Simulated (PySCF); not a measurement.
**A diatomic session: NaH+**

Aim: find the lowest electronic state of NaH+, scan its bond at several levels of theory, and get bond length, wavenumber and dissociation energy from each curve.

Method: Na STO-3G, H STO-3G, no relativity; program: PySCF 2.14.0.

### Step 1. Input

A driver script around PySCF takes these settings:

| Property | Result |
| --- | --- |
| atoms | Na, H |
| charge | 1 |
| basis | Na STO-3G, H STO-3G |
| Hamiltonian | no relativity |
| basis functions | 10 |
| electrons treated | 11 |
| masses in u | 22.9898, 1.0078 |
| levels | PBE0, PBE, r²SCAN, TPSSh, TPSS, M06, ωB97X, HF, MP2, SCS-MP2, CCSD, CCSD(T) |
| grid | 80 radial by 434 angular points |
| occupations | held fixed by the projection of orbital angular momentum |
| dissociation limit | Na+ + H, each in its ground configuration |
| starting distance in angstrom | 1.995 |
| values of 2S to try | 1, 3 |

After this run come: PBE0 along the bond; PBE (GGA); r²SCAN; TPSSh; TPSS (meta-GGA); M06; ωB97X (range-separated hybrid); UHF; MP2 and coupled cluster.

Before running it: what results should come out? Wanted: for each run, Re; ωe; De; μ.

The runs gave:

Lowest PBE0 solution found, without spin–orbit coupling: ²Σ⁺ (doublet), unpaired electrons σ ↑.

```csv
level,Re (Å),ωe (cm⁻¹),De (eV),μ (D)
UHF,2.236,474,0.071,-0.26
UHF-MP2,2.218,494,0.077,n/a
UHF-SCS-MP2,2.220,491,0.076,n/a
UHF-CCSD,2.217,494,0.077,n/a
UHF-CCSD(T),2.217,494,0.077,n/a
PBE,2.126,686,0.215,-0.02
TPSS,2.142,632,0.173,-0.08
r²SCAN,2.129,652,0.166,-0.10
TPSSh,2.145,622,0.161,-0.09
PBE0,2.135,648,0.172,-0.09
M06,2.270,465,0.077,-0.20
ωB97X,2.256,477,0.073,-0.20
```

De is counted to Na+ + H in their ground configurations. A positive dipole points from Na to H; in an ion it is taken about the centre of mass and does not tell which atom is negative.

What this shows: The methods spread over 0.144 Å in bond length, from PBE to M06. CCSD(T) can't serve as the judge here: for a weak bond in this basis it is far from its limit. Of the levels with a De here, UHF gives the least (0.071 eV) and PBE the most (0.215 eV).

Correlated steps freeze 1 core orbital. The basis is very small, so these numbers show the basis as much as the molecule. The bond is weak, and basis-set superposition, which was not computed, may be a sizeable part of it.
